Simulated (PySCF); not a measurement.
## Telling isomers of C5H10O apart by NMR

Method: geometry from GFN2-xTB, shielding tensors at PBE0/pcSseg-1 (GIAO), in PySCF 2.14 (in vacuum, no relativistic terms, a single conformation, averaged over atoms made equivalent by symmetry, fast rotation or ring inversion).

δ = σ(ref) − σ, references computed at the same level: TMS for 1H, 13C. Where no couplings were computed, multiplicities follow the n + 1 count of equivalent neighbours, and m marks all less simple cases (inequivalent or close neighbours, rings, F or P nearby). Shifts are as computed. Against solution values, carbons near 30 ppm lie about +3 ppm off and those near 130 ppm about +5 ppm. Of 246 compounds with measured shifts, 49 miss one by over three times the rms of a fit or turn the order of signals round; such compounds aren't used in these exercises.

(1) Tabulate the signals of `CC(=O)C(C)C`, `CCC(=O)CC` and their relative energies.

(2) What is the quickest way to tell CC(=O)C(C)C from CCC(=O)CC?

## Answers

(1) 
| SMILES | carbon types | δC | δH | E rel. (kcal/mol) |
| --- | --- | --- | --- | --- |
| CC(=O)C(C)C | 1×C 1×CH 3×CH3 | 217.1, 43.9, 31.5, 20.7 | 2.47 (sept, 1H), 2.18 (s, 3H), 1.08 (d, 6H) | 0.9 |
| CCC(=O)CC | 1×C 2×CH2 2×CH3 | 215.4, 39.7, 9.5 | 2.35 (q, 4H), 1.10 (t, 6H) | 0.0 |

Energies are electronic energies at PBE0/pcSseg-1 on these geometries, without zero-point or thermal terms, each for the one conformer computed, which needn't be the lowest.

(2) Count the carbon signals: 4 against 3. The first has an sp3 CH α to a carbonyl at 43.9 ppm, the second an sp3 CH2 α to a carbonyl at 39.7 ppm. Their most deshielded carbons lie at 217.1 and 215.4 ppm.
